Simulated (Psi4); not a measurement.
# NH3S (Thiohydroxylamine) at MP2/def2-TZVP (density fitting, density fitting for correlation, sweep point 1)

Aim: the vertical electron affinity of NH3S (Thiohydroxylamine) at MP2/def2-TZVP (density fitting, density fitting for correlation, sweep point 1), from 2 runs. 

The calculation is run with Psi4 1.11.

### 1 The molecule

NH3S: 5 atoms, total charge 0, spin state singlet. As SMILES, `NS`. Geometry: relaxed at GFN2-xTB. This is one conformer, not always the lowest.

Bond lengths: N1–S2 1.719 Å, N1–H3 1.015 Å, N1–H4 1.015 Å, S2–H5 1.338 Å. Angles: N1–S2–H5 95.5°, S2–N1–H3 109.8°, S2–N1–H4 109.7°, H3–N1–H4 108.9°.

### 2 A single-point energy at MP2/def2-TZVP (density fitting, density fitting for correlation, sweep point 1)

h3ns.py reads:

```python
import psi4

psi4.set_memory('1600 MB')
psi4.set_num_threads(1)
psi4.set_output_file('output.dat', False)

mol = psi4.geometry("""
N     -0.30757182    -0.95884704    -0.43784954
S      0.31798421     1.80349792     1.15335655
H      0.02842148    -2.45794787     0.70945988
H     -2.14670998    -0.99157709    -0.98116470
H      2.10787611     2.60487408    -0.44382108
units au
symmetry c1
""")

psi4.set_options({
    'basis': 'def2-TZVP',
    'reference': 'rhf',
    'puream': True,
    'scf_type': 'df',
    'num_frozen_docc': 6,
})

energy_value = psi4.energy('mp2', molecule=mol)
print(f'mp2 energy: {energy_value:.10f} Eh')
```

Run with:

```bash
$ python h3ns.py
```

output.dat, shortened:

```text
[...]
  Running in c1 symmetry.
[...]
  Nuclear repulsion =   57.857555782838908
[...]
  Multiplicity = 1
[...]
  Nalpha       = 13
  Nbeta        = 13
[...]
    Number of basis functions: 86
[...]
   @DF-RHF iter   1:  -453.67180328582401   -3.68267e-01   4.40330e-03 ADIIS/DIIS
[...]
   @DF-RHF iter  12:  -453.73981733568456   -8.52651e-13   3.14225e-09 DIIS
[...]
    Orbital Energies [Eh]
    ---------------------
    Doubly Occupied:
       1A    -91.971360     2A    -15.579864     3A     -8.972965
       4A     -6.654478     5A     -6.653484     6A     -6.652776
       7A     -1.190703     8A     -0.916211     9A     -0.675165
      10A     -0.586994    11A     -0.553897    12A     -0.406953
      13A     -0.366720
[...]
  @DF-RHF Final Energy:  -453.73981733568456
   => Energetics <=
    Nuclear Repulsion Energy =             57.8575557828389080
    One-Electron Energy =                -740.8316061535242625
    Two-Electron Energy =                 229.2342330350008410
    Total Energy =                       -453.7398173356845632
[...]
 Multipole Moments:
 ------------------------------------------------------------------------------------
     Multipole            Electronic (a.u.)      Nuclear  (a.u.)        Total (a.u.)
 ------------------------------------------------------------------------------------
 L = 1.  Multiply by 2.5417464519 to convert [e a0] to [Debye]
 Dipole X            :         -0.0416050           -0.1793958           -0.2210009
 Dipole Y            :          1.3795759           -1.7210766           -0.3415007
 Dipole Z            :          1.2470188           -1.2576994           -0.0106806
 Magnitude           :                                                    0.4069130
[...]
```

On the terminal:

```text
mp2 energy: -454.1259486587 Eh
```

Wall time 1.6 s (1 thread of AMD EPYC 9R45 (Zen 5), shared host); peak memory 0.21 GiB.

### 3 The doublet anion, same level

calc.py reads:

```python
import psi4

psi4.set_memory(1600000000)
psi4.set_num_threads(1)
psi4.core.set_output_file('run.log', False)

m = psi4.geometry("""
-1 2
N     -0.30757182    -0.95884704    -0.43784954
S      0.31798421     1.80349792     1.15335655
H      0.02842148    -2.45794787     0.70945988
H     -2.14670998    -0.99157709    -0.98116470
H      2.10787611     2.60487408    -0.44382108
units au
symmetry c1
""")

psi4.set_options(dict(basis='def2-TZVP', reference='uhf', puream=True, scf_type='df', num_frozen_docc=6, maxiter=150))

e_tot = psi4.energy('mp2')
print(f'total energy {e_tot:.8f} hartree = {e_tot * 27.211386:.5f} eV')
```

Run with:

```bash
$ python calc.py
```

run.log, shortened:

```text
[...]
  Running in c1 symmetry.
[...]
  Nuclear repulsion =   57.857555782838908
[...]
  Multiplicity = 2
[...]
  Nalpha       = 14
  Nbeta        = 13
[...]
    Number of basis functions: 86
[...]
   @DF-UHF iter   1:  -453.46550437286584   -1.61968e-01   6.46420e-03 ADIIS/DIIS
[...]
   @DF-UHF iter  20:  -453.63308030792615   -7.44649e-12   8.00593e-09 DIIS
[...]
   @S^2 Observed:                7.595261346E-01
[...]
    Orbital Energies [Eh]
    ---------------------
    Alpha Occupied:
       1A    -91.745689     2A    -15.337550     3A     -8.745376
       4A     -6.430082     5A     -6.426000     6A     -6.425355
       7A     -0.970382     8A     -0.697197     9A     -0.440350
      10A     -0.366311    11A     -0.334054    12A     -0.187062
      13A     -0.147108    14A      0.094588
    Alpha Virtual:
      15A      0.332068    16A      0.358858    17A      0.361094
      18A      0.534263    19A      0.615910    20A      0.620843
      21A      0.628392    22A      0.660583    23A      0.701974
      24A      0.739238    25A      0.742264    26A      0.777651
[...]
  @DF-UHF Final Energy:  -453.63308030792615
   => Energetics <=
    Nuclear Repulsion Energy =             57.8575557828389080
    One-Electron Energy =                -746.6774998752105148
    Two-Electron Energy =                 235.1868637844455066
    Total Energy =                       -453.6330803079261500
  UHF NO Occupations:
  HONO-2 :   12  A 1.9995147
  HONO-1 :   13  A 1.9964814
[...]
 Multipole Moments:
 ------------------------------------------------------------------------------------
     Multipole            Electronic (a.u.)      Nuclear  (a.u.)        Total (a.u.)
 ------------------------------------------------------------------------------------
 L = 1.  Multiply by 2.5417464519 to convert [e a0] to [Debye]
 Dipole X            :          0.6276325           -0.1793958            0.4482367
 Dipole Y            :          2.5892970           -1.7210766            0.8682204
 Dipole Z            :          1.4367141           -1.2576994            0.1790147
 Magnitude           :                                                    0.9933625
[...]
```

The script printed:

```text
total energy -454.04741108 hartree = -12355.25937 eV
```

Run time: 1.8 s. Hardware: 1 thread of AMD EPYC 9R45 (Zen 5), shared host; peak memory 0.21 GiB.

### 4 What came out

At MP2/def2-TZVP (density fitting, density fitting for correlation, sweep point 1), 6 core orbitals frozen:

| quantity | value |
| --- | --- |
| singlet NH3S: total energy | -454.12595 Eh |
| singlet NH3S: HOMO energy (Hartree–Fock orbitals) | -9.98 eV |
| singlet NH3S: LUMO energy (Hartree–Fock orbitals) | 3.18 eV |
| singlet NH3S: HOMO–LUMO gap (Hartree–Fock orbitals) | 13.16 eV |
| singlet NH3S: correlation energy (6 core orbitals frozen) | -386.1 mEh |
| doublet anion: total energy | -454.04741 Eh |
| doublet anion: HOMO energy (Hartree–Fock orbitals) (highest over α and β) | 2.57 eV |
| doublet anion: LUMO energy (Hartree–Fock orbitals) (lowest over α and β) | 8.99 eV |
| doublet anion: correlation energy (6 core orbitals frozen) | -414.3 mEh |
| doublet anion: ⟨S²⟩ of the reference determinant | 0.760 |
| vertical electron affinity (to the doublet anion) | -2.137 eV |

What this shows: The anion lies 2.14 eV (206 kJ/mol) above the neutral: the electron isn't bound at this level, and such a value depends on the basis. Without diffuse functions anions come out too high. The HOMO (doublet anion) lies at positive energy, 2.57 eV: the electron is unbound at this level or held by a compact basis; values depend on the basis.
